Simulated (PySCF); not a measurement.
# Worked example: the barrier

An elementary step of SiNH7, singlet (SiH₄ + NH₃ → SiNH₅ ([NH2][SiH3]) + H₂; bonds formed: Si1–N7, H2–H6; bonds broken: Si1–H2, H6–N7). “Start” is the structure reached by relaxing down from the saddle towards the reactants; PBE0-D4/def2-TZVP structures. The saddle:

Si1  (-0.016, -0.043, 0.822)
H2  (1.637, 0.055, -0.056)
H3  (0.480, -1.339, 1.345)
H4  (-1.488, -0.109, 1.183)
H5  (0.399, 1.219, 1.480)
H6  (0.863, 0.077, -0.934)
N7  (-0.326, 0.044, -1.031)
H8  (-0.802, 0.877, -1.361)
H9  (-0.748, -0.779, -1.448)
(Å)

Program: PySCF 2.14 with density fitting (its default auxiliary sets; JK sets also for MP2 and CCSD(T)). Basis: def2-TZVPP and def2-QZVPP. Cores are frozen in the correlated methods.

Energies in eV:

| quantity | saddle | start |
| --- | --- | --- |
| Hartree–Fock, triple zeta (X = 3) | -9452.79783 | -9455.39936 |
| Hartree–Fock, quadruple zeta (X = 4) | -9453.13881 | -9455.73231 |
| MP2 correlation, X = 3 | -10.92006 | -10.34639 |
| MP2 correlation, X = 4 | -11.59091 | -10.99624 |
| CCSD(T) correlation, X = 3 | -12.38916 | -11.86417 |

**Question.** Work out the barrier at the basis limit: extrapolate Hartree–Fock as E(X) = E∞ + A exp(−7.88 √X) and the MP2 correlation as E(X) = E∞ + B X^−2.97 (the exponents that Neese and Valeev fitted for def2-TZVPP and QZVPP), then add CCSD(T) − MP2 in triple zeta.

**Answer.** Each step is linear, so take the differences first (saddle − start): Hartree–Fock 2.60153 (X = 3) and 2.59350 (X = 4); MP2 correlation -0.57367 and -0.59467; CCSD(T) correlation -0.52499.
Two points give E∞ = E(4) + w [E(4) − E(3)], with w = 1/(exp(7.88 (2 − √3)) − 1) = 0.1377 for Hartree–Fock and w = 1/((4/3)^2.97 − 1) = 0.7407 for the correlation.
Hartree–Fock: 2.59350 + 0.1377 × (-0.00803) = 2.5924 eV.
MP2 correlation: -0.59467 + 0.7407 × (-0.02100) = -0.6102 eV.
CCSD(T) − MP2: -0.52499 − (-0.57367) = 0.0487 eV.
Sum: 2.5924 + (-0.6102) + 0.0487 = 2.0309 eV, or 46.83 kcal/mol. Plain CCSD(T) in triple zeta gives 2.0765 eV, so the larger basis shifts the result by -0.0456 eV.

The T1 diagnostic stays at or below 0.012.

Labels in which every atom is bracketed show which atoms are joined, not bond orders.

For scale, one of the runs: CCSD(T)/def2-TZVPP, 171 basis functions, launched by `OMP_NUM_THREADS=4 python run.py`. The run took 2.1 min on 4 CPU threads of an Arm Neoverse V1 (shared host), with 1.2 GiB of host memory at its peak.
